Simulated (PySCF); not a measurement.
Some computed properties have been withheld. Give your best values.

Compound: cyclopentanol, C5H10O.
SMILES: `OC1CCCC1`

```csv
property,level,value
"rotational constants A, B, C",PBE0-D3(BJ)/def2-SVP,?
dipole moment,PBE0/pcSseg-1,1.50 D
HOMO energy,PBE0/pcSseg-1,?
LUMO energy,PBE0/pcSseg-1,?
13C chemical shifts (computed TMS as zero) by class,GIAO PBE0/pcSseg-1,?
1H chemical shifts (computed TMS as zero) by class,GIAO PBE0/pcSseg-1,?
"isotropic shieldings of nuclei other than C and H, by class",GIAO PBE0/pcSseg-1,?
largest of the computed one-bond spin–spin couplings (means over like bonds),"B3LYP/pcJ-1, spin–dipole term left out",?
```

Gas-phase values; electronic properties from PySCF, density fitting. The structure is a single PBE0-D3(BJ)/def2-SVP conformer in the gas phase; no vibrational or solvent corrections. NMR classes are plain means over equivalent atoms (diastereotopic ones count apart unless rotation or inversion swaps them), as if these changed places fast; in this geometry the members of some classes differ.

Q: The 1H chemical shifts (computed TMS as zero) by class?

A: 4.15 (1 H), 1.93 (2 H), 1.59 (2 H), 1.55 (2 H), 1.26 (2 H), -0.47 (1 H) ppm.

Q: What are the largest of the computed one-bond spin–spin couplings (means over like bonds)?

A: 13C–1H +150.5, 13C–1H +137.6 (×2), 13C–1H +136.8 (×2), 13C–1H +136.0 (×2), 13C–1H +130.3 (×2), 17O–1H -71.0, 13C–13C +36.8 (×2), 13C–13C +35.1 (×2) Hz.

Q: What are the rotational constants A, B, C?

A: 5.016, 3.654, 2.948 GHz.

Q: Give the 13C chemical shifts (computed TMS as zero) by class.

A: 75.7 (1 C), 37.7 (2 C), 23.3 (2 C) ppm.

Q: What are the isotropic shieldings of nuclei other than C and H, by class?

A: 272 (1 O) ppm.

Q: What is the HOMO energy?

A: -7.70 eV.

Q: Give the LUMO energy.

A: 1.13 eV.

In atomic units the dipole is 0.59 e·bohr (1 au = 2.5417 D). With B = h/(8π²I), that is 505.379 GHz u Å² over I, the principal moments of inertia are 100.8, 138.3 and 171.4 u Å² (most abundant isotopes); the inertial defect Ic − Ia − Ib is -67.7 u Å² (zero for a rigid planar frame, negative otherwise). The rotational constants make it an asymmetric top with κ = (2B − A − C)/(A − C) = -0.32, nearer the prolate limit (−1).
